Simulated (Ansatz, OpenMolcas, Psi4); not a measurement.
How basis sets differ on Si2H6O (disiloxane)

Si2H6O: 9 atoms, total charge 0, spin state singlet. As SMILES, `[SiH3]O[SiH3]`. Geometry: relaxed at PBE0-D4/def2-TZVP.

Each level gives the HOMO–LUMO gap (eV). The values are calculated.

```tsv
level	kind	program	value (eV)	CPU time
HF/ANO-RCC-MB (DKH2)	Hartree–Fock	OpenMolcas	17.94	4.4 s
HF/STO-3G	Hartree–Fock	Ansatz	20.12	0.35 s
HF/3-21G	Hartree–Fock	Psi4	15.91	5.5 s
HF/cc-pVDZ	Hartree–Fock	Psi4	15.75	68 s
```

The values span 15.75 to 20.12 eV. A Hartree–Fock LUMO above zero doesn't converge with the basis: it sinks as sets grow more diffuse. Orbital gaps aren't excitation energies. Times are those of the runs behind each value, whatever else they computed, on shared processors of several kinds: orders of magnitude only.
